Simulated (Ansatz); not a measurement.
Ansatz (a first-principles code) input (RI-MP2/cc-pVQZ):
A basis named .json is the Basis Set Exchange file of that set.

Ansatz 0.2 input:
```yaml
crystal:
  periodic: [false, false, false]
  atoms:
    - {symbol: N, position_ang: [-0.00213402, 0.04214599, 0.37919140]}
    - {symbol: C, position_ang: [-0.00747060, 1.44661146, -0.18378675]}
    - {symbol: C, position_ang: [1.17873129, -0.64720590, -0.07181221]}
    - {symbol: C, position_ang: [-1.17037410, -0.66082446, -0.08351890]}
    - {symbol: H, position_ang: [0.86175233, 1.94458640, 0.29284521]}
    - {symbol: H, position_ang: [-0.88711575, 1.93444762, 0.28412978]}
    - {symbol: H, position_ang: [1.27604701, -0.62910707, -1.18225025]}
    - {symbol: H, position_ang: [1.17565772, -1.69085337, 0.27324375]}
    - {symbol: H, position_ang: [2.07028400, -0.15669671, 0.33315067]}
    - {symbol: H, position_ang: [-1.25682128, -0.64379097, -1.19487271]}
    - {symbol: H, position_ang: [-2.07154558, -0.18070831, 0.31251001]}
    - {symbol: H, position_ang: [-1.15863979, -1.70438609, 0.26161086]}
basis:
  gaussian:
    orbitals: cc-pVQZ
    fitting: {mean_field: def2-universal-jkfit, correlation: cc-pVQZ-RIFIT.json}
total_charge: -1
magnetization: {spin_polarized: false}
correlation: {method: mp2, electrons: outside_noble_gas}
```

Output:

```
Functional definition: HF
integrals: 0.75 GiB planned
446 factors; integrals over basis functions are off by at most 4.1e0 eV
mean field: 1.67 GiB planned
mean field evaluation 1: about -4695.3844 eV, gradient 2.8e1 eV
mean field evaluation 2: about -4697.6463 eV, gradient 1.1e1 eV
mean field evaluation 4: about -4698.0143 eV, gradient 6.4e-1 eV
mean field evaluation 8: about -4698.0185 eV, gradient 1.9e-6 eV
mean field -4698.01845423 eV, -172.6489937617 hartree, gradient 1.9e-6 eV, S^2 0.000000; 0 other end points of the search recorded, 0 dependent functions left out
4 core orbitals not correlated
968 factors; their error is unknown
reference -4698.01845423 eV, -172.6489937617 hartree; 13, 13 occupied and 443, 443 virtual orbitals, 968 factors
second order -22.30418410 eV of doubles, -0.00000000 eV of singles
Total energy: -4720.32263833 eV, -173.4686574090 hartree
```

It need not be the lowest isomer of its formula. Whether it binds its extra electron was not tested at this geometry.
